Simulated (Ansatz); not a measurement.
`O=CSS` + H–F → `O=CF` + `SS` at 298.15 K and 1 bar (substitution at a C–S bond).

Calculated with Ansatz (gas phase, PBE0-D4/def2-TZVP geometries, no zero-point term in ΔE). CBS: MP2 limit from def2 TZ/QZ plus the TZ coupled-cluster correction, frozen cores. This one scheme is used for every species. Each species was taken in one conformer, which may not be the lowest.

| species | CCSD(T)/CBS energy (Eh) | H − E (kJ/mol) | S (J/(mol·K)) |
| --- | --- | --- | --- |
| `O=CSS` | -909.96201 | 93.8 | 307.0 |
| H–F | -100.39570 | 33.5 | 173.6 |
| `O=CF` | -213.60827 | 65.5 | 246.5 |
| `SS` | -796.74576 | 60.1 | 251.3 |

H − E and S are ideal-gas, rigid-rotor, harmonic terms from PBE0-D4/def2-TZVP, for one conformer and one mirror image of each species. 1 Eh = 2625.50 kJ/mol, R = 8.31446 J/(mol·K).

By hand: ΔE, ΔH, ΔS and ΔG.

ΔE = (-213.60827) + (-796.74576) − (-909.96201) − (-100.39570) = 0.00368 Eh = 9.7 kJ/mol. Δ(H − E) = 65.5 + 60.1 − 93.8 − 33.5 = -1.7, so ΔH = 8.0 kJ/mol. ΔS = 246.5 + 251.3 − 307.0 − 173.6 = 17.2 J/(mol·K). ΔG = 8.0 − 298.15 × (17.2)/1000 = 2.9 kJ/mol.

By hand: the equilibrium constant, and the temperature at which ΔG would vanish if ΔH and ΔS stayed fixed.

log₁₀ K = −ΔG/(RT ln 10) = -0.5. ΔG = 0 at ΔH/ΔS = 465 K, though so small a ΔH makes that figure unsure.

TΔS isn't small against ΔH here. The sign of ΔG lies within the doubt. A doubt of 5 kJ/mol in ΔE shifts log₁₀ K by 0.9 here. Other conformers and mirror images would add mixing entropy, several J/(mol·K) or more a flexible species. These are equilibria of isolated gas molecules and say nothing of rates. Largest T1 diagnostic: 0.017 (customary marks: 0.02 for closed shells, 0.045 for open ones).
